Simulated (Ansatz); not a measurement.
Ansatz (a quantum-chemistry and plane-wave program) input (MP2/def2-TZVPP): A basis named .json is the Basis Set Exchange file of that set (core-valence sets with the plain set on hydrogen).

Ansatz 0.2 input:
```yaml
crystal:
  periodic: [false, false, false]
  atoms:
    - {symbol: C, position_ang: [0.00819413, 0.01326082, -1.13371283]}
    - {symbol: Cl, position_ang: [-0.00477402, -0.00772595, 0.66051769]}
    - {symbol: H, position_ang: [0.01747178, 1.04777215, -1.46340501]}
    - {symbol: H, position_ang: [0.89974992, -0.50396843, -1.47517859]}
    - {symbol: H, position_ang: [-0.88522815, -0.49202752, -1.48794019]}
basis:
  gaussian:
    orbitals: def2-TZVPP
    fitting: {mean_field: def2-universal-jkfit, correlation: cc-pVDZ-RIFIT.json}
magnetization: {spin_polarized: false}
correlation: {method: mp2, electrons: outside_noble_gas}
```

Output:

```
Functional definition: HF
integrals: 0.03 GiB planned
257 factors; integrals over basis functions are off by at most 1.4e0 eV
174 factors; integrals over basis functions are off by at most 1.4e0 eV
mean field: 0.16 GiB planned
mean field evaluation 1: about -13581.6828 eV, gradient 1.5e1 eV
mean field evaluation 2: about -13582.2636 eV, gradient 3.7e0 eV
mean field evaluation 4: about -13582.3161 eV, gradient 3.9e-1 eV
mean field evaluation 8: about -13582.3166 eV, gradient 1.2e-6 eV
mean field -13582.31658516 eV, -499.1409280798 hartree, gradient 1.2e-6 eV, S^2 0.000000; 0 other end points of the search recorded, 0 dependent functions left out
6 core orbitals not correlated
reference -13582.31658516 eV, -499.1409280798 hartree; 7, 7 occupied and 102, 102 virtual orbitals, 174 factors
second order -10.20879856 eV of doubles, -0.00000000 eV of singles
Total energy: -13592.52538372 eV, -499.5160945072 hartree
```
